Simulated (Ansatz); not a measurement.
Reaction: H3GeOF (SMILES [OH][GeH2][F]) → GeH2F (SMILES [GeH2][F], doublet) + HO (SMILES [OH], doublet) (the Ge-O bond breaks)
Each species at its own B3LYP-D3(BJ)/def2-TZVP minimum (Ansatz, a program for electronic structure), one conformer.

Total energies in hartree (Ansatz). Open shells are spin-unrestricted; no spin-orbit coupling. Cores are frozen in correlated methods (noble-gas shells, and filled d and f shells in the p block). No relativity.

```tsv
species	HF/cc-pVTZ	CCSD(T)/cc-pVTZ	HF/cc-pVQZ	CCSD(T)/cc-pVQZ	CCSD(T)/cc-pVDZ	CCSDT(Q)/cc-pVDZ
1: H3GeOF (SMILES [GeH2]([F])[OH])	-2251.58695	-2252.24229	-2251.60797	-2252.31407	-2251.94935	-2251.95128
2: GeH2F (SMILES [GeH2][F], doublet)	-2176.04370	-2176.42800	-2176.05781	-2176.47284	-2176.22614	-2176.22740
3: HO (SMILES [OH], doublet)	-75.41896	-75.63769	-75.42557	-75.66159	-75.55935	-75.55979
```

Question: Work out the bond dissociation energy (electronic) in kcal/mol: take Hartree-Fock from cc-pVQZ, extrapolate the CCSD(T) correlation energy as X^-3 (X = 3, 4), and add CCSDT(Q) - CCSD(T) in cc-pVDZ. 1 hartree = 627.51 kcal/mol.

Answer: 
Species 1: correlation (64·(-0.70610) - 27·(-0.65534))/37 = -0.74314; step -0.00193; E1 = -2251.60797 + (-0.74314) + (-0.00193) = -2252.35304
Species 2: correlation (64·(-0.41503) - 27·(-0.38430))/37 = -0.43745; step -0.00126; E2 = -2176.05781 + (-0.43745) + (-0.00126) = -2176.49652
Species 3: correlation (64·(-0.23602) - 27·(-0.21873))/37 = -0.24864; step -0.00044; E3 = -75.42557 + (-0.24864) + (-0.00044) = -75.67465
-1·E1 +1·E2 +1·E3 = 0.18187 hartree = 114.1 kcal/mol.
